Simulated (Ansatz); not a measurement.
# C2H7NS: how energies converge with the basis set

How large a basis does C2H7NS need? Two functionals are run in growing sets.

The runs use Ansatz 0.2.0, Gaussian basis; one geometry, several basis sets.

Levels to be run: PBE0-D4/def2-SVP; ωB97M-V/def2-SVP; PBE0-D4/def2-QZVPP; ωB97M-V/def2-QZVPP; the functionals' def2-TZVPP values are taken from earlier runs.

## (1) The relaxed structure

All runs share one geometry, relaxed beforehand with PBE0-D4 in a triple-zeta def2 set.

SMILES `CC(N)S`, 11 atoms, charge 0, spin multiplicity 1.

Atoms are counted from 1 here; the program's logs count them from 0.

Bond lengths: C1–C2 1.518 Å, C1–H5 1.093 Å, C1–H6 1.093 Å, C1–H7 1.095 Å, C2–N3 1.445 Å, C2–S4 1.830 Å, C2–H8 1.093 Å, N3–H9 1.014 Å, N3–H10 1.012 Å, S4–H11 1.342 Å. Angles: C2–C1–H5 111.9°, C2–C1–H6 110.5°, C2–C1–H7 109.6°, H5–C1–H6 108.3°, H5–C1–H7 107.9°, H6–C1–H7 108.6°, C1–C2–N3 115.6°, C1–C2–S4 111.9°, C1–C2–H8 109.6°, N3–C2–S4 104.7°, N3–C2–H8 107.1°, S4–C2–H8 107.5°, C2–N3–H9 110.5°, C2–N3–H10 110.6°, H9–N3–H10 108.3°, C2–S4–H11 96.9°.

## (2) PBE0-D4 in def2-SVP

Input file in.yaml:

```yaml
crystal:
  periodic: [false, false, false]
  atoms:
    - {symbol: C, position_ang: [-0.744219, -0.592749, 0.513359]}
    - {symbol: C, position_ang: [0.033569, 0.361794, -0.374383]}
    - {symbol: N, position_ang: [1.013870, 1.181964, 0.300394]}
    - {symbol: S, position_ang: [0.979171, -0.525223, -1.665981]}
    - {symbol: H, position_ang: [-1.494358, -1.153399, -0.049745]}
    - {symbol: H, position_ang: [-0.068390, -1.306346, 0.991193]}
    - {symbol: H, position_ang: [-1.263208, -0.027880, 1.294239]}
    - {symbol: H, position_ang: [-0.659052, 1.038740, -0.881268]}
    - {symbol: H, position_ang: [1.624481, 0.608835, 0.871343]}
    - {symbol: H, position_ang: [0.560169, 1.859471, 0.900373]}
    - {symbol: H, position_ang: [0.083368, -1.502210, -1.878824]}
basis:
  gaussian: {orbitals: def2-SVP}
hamiltonian: {xc: pbe0, dispersion: d4}
output: {orbitals: {seedname: orbitals}}
```

Command:

```
$ ansatz run in.yaml --threads 2 --pin off --events-out ev --progress --plain --max-ram 4352MiB
```

After this run come: ωB97M-V in def2-SVP; PBE0-D4 in def2-QZVPP; ωB97M-V in def2-QZVPP.

Before running them: what should the planned runs give, taken together? Wanted: PBE0-D4: double and triple zeta above quadruple; ωB97M-V: double and triple zeta above quadruple.

As calculated:

```
                                       quantity          value
PBE0-D4: double and triple zeta above quadruple  8.54, 0.56 eV
ωB97M-V: double and triple zeta above quadruple  8.73, 0.54 eV
```

In words: For PBE0-D4 the step from double to triple zeta gains 7.98 eV and the next only 0.56 eV. Total energies overstate the basis error of differences, where much of it tends to cancel. The LUMO of ωB97M-V is positive and keeps falling with the basis (2.86 to 1.59 eV): an unbound level that the basis holds in place.
